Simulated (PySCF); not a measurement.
# Working out the ionisation energy of Cl

Cl [Ne] 3s2 3p5 (2P) → Cl⁺ [Ne] 3s2 3p4 (3P). All numbers are calculated (PySCF 2.14, scalar relativity by spin-free X2C-1e, in aug-cc-pVQZ-DK). Frozen: [Ne]. Energies in hartree (1 hartree = 27.21139 eV):

| part | Cl (lower) | Cl⁺ (upper) |
| --- | --- | --- |
| UHF | -460.898590 | -460.466850 |
| CCSD correlation | -0.198273 | -0.158890 |
| (T) | -0.007305 | -0.005237 |

Q: What does Hartree-Fock give?

A: (-460.466850) − (-460.898590) = 0.431740 hartree = 11.748 eV.

Q: What do CCSD and CCSD(T) give?

A: The CCSD correlation energies differ by 0.039383 hartree = 1.072 eV and the triples by 0.002068 hartree = 0.056 eV, so CCSD gives 12.820 eV and CCSD(T) 12.876 eV.

Measured between the centres of the two terms (NIST): 12.974 eV, so CCSD(T) (valence) is off by -0.098 eV.

What remains against the reference includes basis incompleteness, the frozen core and higher excitations.
